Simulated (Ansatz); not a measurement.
System: CH$_{3}$S, charge 0, doublet. CH3S (SMILES C[S], doublet).
B3LYP-D3(BJ)/def2-TZVP minimum from Ansatz (an electronic-structure program):
```
C
H 1 1.0894
H 1 1.0894 2 110.92
H 1 1.0953 2 107.93 3 118.03
S 1 1.7974 2 111.69 4 116.67
```
Charge 0, spin multiplicity 2.

Property: atomisation energy (electronic, to ground-state atoms), in kcal/mol. UHF or UKS for unpaired electrons; spin-orbit terms are left out. CBS(X,Y): correlation extrapolated as X^-3, Hartree-Fock from the larger set (Q,5: extrapolated as (X+1)exp(-9√X)). A bracket is a step between two methods taken in the basis named. The functionals are non-relativistic, so their misses hold any scalar relativity. Double hybrids freeze cores in their MP2 part. 'core' is core correlation in cc-pwCVTZ (1s frozen past Ne), 'X2C' scalar relativity in cc-pVTZ-DK, both at CCSD(T). Where a partner has so few electrons that a lower coupled-cluster level is exact, that level stands in.

CCSD(T)/CBS(cc-pV(Q+d)Z,cc-pV(5+d)Z) + [CCSDT(Q) - CCSD(T)]/cc-pV(D+d)Z + core + X2C (Ansatz) gives 382.9 kcal/mol.

Problem. What does PBE/def2-TZVPD (Ansatz) give here, and how do the other levels compare?

Solution. PBE gives 389.0 kcal/mol, 6.1 kcal/mol above it. Differences of the others: r2SCAN/def2-TZVPD (Ansatz) 1.9; B3LYP/def2-TZVPD (Ansatz) -1.1; wB97M-V/def2-TZVPD (Ansatz) 1.2; B2PLYP/def2-TZVPD (Ansatz) -5.4; CCSD(T)/CBS(cc-pV(Q+d)Z,cc-pV(5+d)Z) + core + X2C (Ansatz) -0.3 kcal/mol. Nearer than PBE: r2SCAN/def2-TZVPD, B3LYP/def2-TZVPD, wB97M-V/def2-TZVPD, B2PLYP/def2-TZVPD, CCSD(T)/CBS(cc-pV(Q+d)Z,cc-pV(5+d)Z) + core + X2C.
